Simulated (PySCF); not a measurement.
Compound: C4H4O.
Bonds: C1–C2 (double), C2–C3, C3–C4 (double), C4–O5 (double). Hydrogens: H6, H7 on C1; H8 on C2; H9 on C3.

A GFN2-xTB structure was refined with PySCF, PBE0-D3(BJ)/def2-SVP geometry optimisation, gas phase. Its GFN2-xTB values:

| coordinate | GFN2-xTB |
| --- | --- |
| C1=C2 | 1.328 Å |
| C1–H6 | 1.075 Å |
| C1–H7 | 1.077 Å |
| C2–C3 | 1.451 Å |
| C2–H8 | 1.081 Å |
| C3=C4 | 1.300 Å |
| C3–H9 | 1.079 Å |
| C4=O5 | 1.162 Å |
| C1–C2–C3 | 123.6° |
| C2–C3–C4 | 124.1° |
| C3–C4–O5 | 179.9° |

How do these coordinates change at the PBE0-D3(BJ)/def2-SVP level?

| coordinate | PBE0-D3(BJ)/def2-SVP (Å or °) | change |
| --- | --- | --- |
| C3=C4 | 1.325 | +0.025 |
| C1–H7 | 1.094 | +0.017 |
| C1–H6 | 1.091 | +0.016 |
| C3–H9 | 1.094 | +0.015 |
| C2–H8 | 1.095 | +0.014 |
| C1=C2 | 1.340 | +0.012 |
| C2–C3 | 1.455 | +0.004 |
| C4=O5 | 1.160 | -0.002 |
| C1–C2–C3 | 124.7 | +1.1 |
| C3–C4–O5 | 179.4 | -0.5 |
| C2–C3–C4 | 124.2 | +0.1 |

The energy falls by 1.2 kcal/mol over 5 energy and gradient evaluations, the largest force component goes from 0.0317 to 3.9e-04 Eh/bohr, and the atoms move by 0.033 Å rms after alignment. The bond that changes most is C3=C4 (outer carbon of cumulated double bonds to central carbon of a ketene), which lengthens by 0.025 Å. Bonds longer at the end by more than 0.005 Å: 6 of 8; shorter: 0. Rotational constants go from 41578, 2411, 2279 to 41073, 2362, 2234 MHz.

The run used 90 basis functions and 34 SCF cycles in all. Hardware: Arm Neoverse V1, one thread, shared host. Cost: 11 s wall.

Not checked by PBE0-D3(BJ)/def2-SVP frequencies. The numbers are those of one conformer.

Conformer computed: `[CH2:1]=[CH:2][CH:3]=[C:4]=[O:5]`: C1–C2–C3–C4 180°.
